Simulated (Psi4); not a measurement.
**How methods differ on N2H4 (hydrazine)**

N2H4 has 6 atoms, charge 0, and is taken as a singlet. SMILES: `NN`. Geometry: optimised at PBE0/def2-TZVP. This is one conformer, not always the lowest.

Quantity: the HOMO–LUMO gap, in eV. The values are calculated.

```csv
level,kind,program,value (eV)
PBE-D4/def2-TZVPP (density fitting),GGA,Psi4,5.74
r2SCAN-D4/def2-TZVPP (density fitting),meta-GGA,Psi4,6.94
B3LYP-D4/def2-TZVPP (density fitting),global hybrid,Psi4,7.51
PBE0-D4/def2-TZVPP (density fitting),global hybrid,Psi4,8.15
wB97M-V/def2-TZVPP (density fitting),range-separated hybrid,Psi4,11.99
```

The values span 5.74 to 11.99 eV. Orbital gaps aren't excitation energies; they tend to grow with the share of exact exchange.
